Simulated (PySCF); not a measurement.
N: ionisation energy

N [He] 2s2 2p3 (4S) → N⁺ [He] 2s2 2p2 (3P), as a difference of total energies. All numbers are calculated (PySCF 2.14, scalar relativity by spin-free X2C-1e, in aug-cc-pVDZ-DK (4s3p2d, 23 functions)). Correlated levels: valence: 1s2 frozen. The calculations carry no spin-orbit coupling.

```tsv
method	ionisation energy (eV)
UHF	13.922
MP2 (valence)	14.471
SCS-MP2 (valence)	14.253
CCSD (valence)	14.340
CCSD(T) (valence)	14.350
CCSDT (valence)	14.351
```

Problem. How much does correlation contribute at CCSD(T) (valence)?

Solution. 14.350 − (13.922) = 0.428 eV, measured against UHF.

Errors of the correlated levels include the incompleteness of this basis and the frozen core.

For comparison: 14.545 eV (measured; NIST levels, between the centres of gravity of the two terms).
